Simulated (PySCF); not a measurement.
# C2H4S (Ethenethiol): the cost of one run

Programs: PySCF 2.14.0, with density-fitted response routines of our own. Each step states its level of theory. These are calculated values for one molecule in the gas phase, unless marked as measured. Atoms are numbered from 0 throughout.

### 1 Starting geometry

7 atoms, charge 0, multiplicity 1; geometry from: GFN2-xTB. The atoms were then displaced at random by about 0.01 Å, so the start is not that level's minimum.

Bonds of the start (Å): C0–C1 1.29, C1–S2 1.74, C0–H3 1.11, C0–H4 1.10, C1–H5 1.07, S2–H6 1.34.

### 2 Optimising the geometry at PBE0-D3(BJ)/def2-TZVP

Job settings and geometry (Å):

```
{"job": {"xc": "PBE0", "basis": "def2-TZVP", "d3": "d3bj", "grid": 2, "shake": 0.01, "kind": "geom"}, "charge": 0, "multiplicity": 1}
C     -0.815970     0.356500     0.059830
C      0.002380    -0.638510     0.075690
S      1.723980    -0.519220     0.278820
H     -0.476920     1.404560     0.167440
H     -1.893930     0.214470    -0.090720
H     -0.307470    -1.655420    -0.037350
H      1.801870     0.808540     0.395960
```

The run is started by

```bash
$ OMP_NUM_THREADS=1 python probes_run.py task.json out
```

This one command runs all jobs of the session in turn.

**Question.** How long does this first job take on 1 thread of Arm Neoverse V1, shared host, and how much memory does it need?

About 23 s, with a peak of 0.51 GiB.
